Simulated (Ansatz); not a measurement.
Ideal-gas functions of `F/C=C\CF` at 298.15 K and 1 bar, from an Ansatz frequency run at PBE0-D4/def2-TZVP.

Molar mass 78.06 g/mol, point group C1 (symmetry number 1), electronic degeneracy 1, moments of inertia 36.554, 190.279, 209.286 u Å². Harmonic wavenumbers (cm⁻¹, unscaled): 69, 227, 301, 536, 682, 793, 956, 987, 1025, 1068, 1159, 1258, 1282, 1376, 1437, 1501, 1761, 3057, 3124, 3203, 3227.

Use S(trans) = R[1.5 ln M + 2.5 ln T − 1.1517]; rotational temperatures θ = 24.2544 K / I; S(rot) = R[ln(√π/σ · √(T³/θAθBθC)) + 1.5]; for each mode x = 1.438777 ν̃/T, S = R[x/(eˣ − 1) − ln(1 − e⁻ˣ)] and H = RT x/(eˣ − 1); 1 cm⁻¹ = 0.0119627 kJ/mol; R = 8.31446 J/(mol·K).

Question: By hand: the entropy, in J/(mol·K).

Answer: Translation 163.2. Rotation: θ = 0.6635, 0.1275, 0.1159 K, giving 107.5. Vibration, mode by mode: 17.50, 7.96, 5.91, 2.40, 1.37, 0.89, 0.47, 0.41, 0.35, 0.30, 0.20, 0.14, 0.12, 0.08, 0.06, 0.05, 0.02, 0.00, 0.00, 0.00, 0.00, in all 38.2. Electronic 0.0. Sum 308.9 J/(mol·K).

Question: By hand: H − E and G − E in kJ/mol, counted from the electronic energy.

Answer: Zero-point energy ½ × 29029 × 0.0119627 = 173.6; thermal vibration 6.2; translation, rotation and pV give 4 RT = 9.9. H − E = 189.7 kJ/mol, and G − E = 189.7 − 298.15 × 308.9/1000 = 97.6 kJ/mol.

Vibration gives 12 % of the entropy, 17.5 J/(mol·K) of it from the mode under 150 cm⁻¹: soft modes count most, and the harmonic formula is weakest for them. The sum counts one conformer and one mirror image; others add a mixing term.
